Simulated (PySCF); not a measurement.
(H2B-mu-H)3.
Z-matrix (Å and degrees, PBE0-D3(BJ)/def2-SVP geometry), rows numbered from 1:
```
B 
H   1  1.2027
H   1  1.2076  2  118.69
H   1  1.3217  2   99.62  3  -112.56
B   4  1.2987  1   97.60  2  -129.77
H   5  1.1983  4  116.80  1   -84.13
H   5  1.2121  4   90.41  1   154.66
H   5  1.2995  4  115.40  1    65.57
B   8  1.3244  5   96.40  4   -73.35
H   9  1.2040  8   95.98  5   141.29
H   9  1.2061  8  109.19  5   -95.64
H   1  1.3105  2  115.22  3   106.72
```

The closed-shell ground state was solved at several levels (PySCF, density fitting, gas phase, non-relativistic).

| level | basis functions | HOMO (eV) | LUMO (eV) | gap (eV) | dipole (D) |
| --- | --- | --- | --- | --- | --- |
| B3LYP/pcJ-1 | 171 | -9.23 | 0.09 | 9.32 | 0.40 |
| KT2/pcSseg-1 | 96 | -8.05 | -0.59 | 7.46 | 0.40 |
| PBE0/pcSseg-1 | 96 | -9.38 | 0.38 | 9.76 | 0.41 |

Question: Estimate the row for CAM-B3LYP/def2-SVPD, a basis of 132 functions; the other rows only guide the guess.

Answer: HOMO -10.83 eV, LUMO 1.00 eV, gap 11.83 eV, dipole 0.41 D.

Question: Over all these levels, which gives the widest orbital gap and which the narrowest?

Answer: CAM-B3LYP/def2-SVPD (range-separated hybrid) has the widest, 11.83 eV, and KT2/pcSseg-1 (GGA) the narrowest, 7.46 eV. Functional and basis both differ between the two, so the spread mixes both effects.

Question: How far do the dipole and the HOMO energy spread over the levels?

Answer: The dipole runs from 0.40 to 0.41 D (mean 0.41 D) and the HOMO from -10.83 to -8.05 eV.
